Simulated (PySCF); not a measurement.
Compound: C3H5N3.
Numbering: `[CH3:1][n:2]1[cH:3][n:4][cH:5][n:6]1`

Geometry (GFN2-xTB, Å), atoms numbered from 1 in this order:
```
atom  x, y, z in Å
C1    -1.6067   -0.2347   -0.0425
N2    -0.1851   -0.0565   -0.0206
C3     0.5365    1.0738    0.0750
N4     1.8181    0.7940    0.0856
C5     1.8413   -0.5494   -0.0059
N6     0.6516   -1.0984   -0.0710
H7    -1.9928   -0.3683    0.9710
H8    -2.0794    0.6351   -0.4964
H9    -1.8333   -1.1268   -0.6242
H10    0.1090    2.0539    0.1294
H11    2.7462   -1.1200   -0.0263
```

Lines to be assigned: C 1s: 291.68 (area 1), 292.21 (area 1), 292.63 (area 1) eV; N 1s: 404.64 (area 1), 405.40 (area 1), 407.40 (area 1) eV.

Theory: delta-SCF UKS SCAN, pcX-2 on the ionised atom, pcseg-1 elsewhere, spin-free X2C (PySCF 2.14.0). Geometry: GFN2-xTB; no solvent, vibrations or thermal averaging.

(1) Order the carbon atoms by C 1s binding energy.

(2) Order the nitrogen atoms by N 1s binding energy.

## Answers

(1) 291.68 eV: C5 (aromatic CH next to a ring nitrogen); 292.21 eV: C3 (aromatic CH next to a ring nitrogen); 292.63 eV: C1 (N-methyl carbon). The listed C 1s values span 0.95 eV, from C5 (bonded to 2 N (aromatic in the SMILES) and H) to C1 (bonded to N and 3 H). Summing the Pauling electronegativity differences to the bonded atoms, each weighted by its formal bond order, gives +1.12 for the lowest site and -0.56 for the highest; the largest sum, +1.12, belongs to C3, 0.42 eV below the top. The smallest sum, -0.56, belongs to C1, 0.95 eV above the lowest.

(2) 404.64 eV: N4 (pyridine-type nitrogen); 405.40 eV: N6 (pyridine-type nitrogen); 407.40 eV: N2 (pyrrole-type nitrogen). Lowest listed N 1s: N4, bonded to 2 C (aromatic in the SMILES). Highest, 2.76 eV above it: N2, bonded to N (aromatic in the SMILES), C (aromatic in the SMILES) and C. Summing the Pauling electronegativity differences to the bonded atoms, each weighted by its formal bond order, gives -1.47 for the lowest site and -1.23 for the highest; the largest sum, -0.74, belongs to N6, 2.00 eV below the top.

Bonded neighbours of each site: C1: N and 3 H; N2: N (aromatic in the SMILES), C (aromatic in the SMILES) and C; C3: 2 N (aromatic in the SMILES) and H; N4: 2 C (aromatic in the SMILES); C5: 2 N (aromatic in the SMILES) and H; N6: N (aromatic in the SMILES) and C (aromatic in the SMILES).

Q: Express the binding energy of N 1s of N2 (atom 2) in atomic units and per mole.

A: 407.40 eV = 14.9717 Eh = 39308 kJ/mol.

The run took 33 s on one thread of an Arm Neoverse V1 (shared host).
